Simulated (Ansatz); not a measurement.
# Relaxing boron (alpha-rhombohedral (B12))

Computed with Ansatz, DFT, r2SCAN, plane waves (500 eV) with PAW, scalar-relativistic. The PAW files were generated under PBE, with cores re-solved for the functional.

k-point mesh 4×4×4, Fermi-Dirac smearing 0.05 eV, no spin polarisation. Cell and atoms relax.

Starting structure:

```
B
1.0
     2.45400    1.41682    4.18900
    -2.45400    1.41682    4.18900
     0.00000   -2.83364    4.18900
B
12
Direct
  0.01040 0.65730 0.01040
  0.01040 0.01040 0.65730
  0.65730 0.01040 0.01040
  0.98960 0.34270 0.98960
  0.34270 0.98960 0.98960
  0.98960 0.98960 0.34270
  0.22060 0.63230 0.22060
  0.22060 0.22060 0.63230
  0.63230 0.22060 0.22060
  0.77940 0.36770 0.77940
  0.36770 0.77940 0.77940
  0.77940 0.77940 0.36770
```

Question: The pressure at the start is -1.4 GPa. By how much does the volume change?

Answer: From 7.28 to 7.22 Å³ per atom, -0.8 %. The final cell has a = 4.899 Å, c = 12.513 Å (c/a = 2.554).

Question: How much energy does the relaxation gain?

Answer: 4.3 meV per atom.
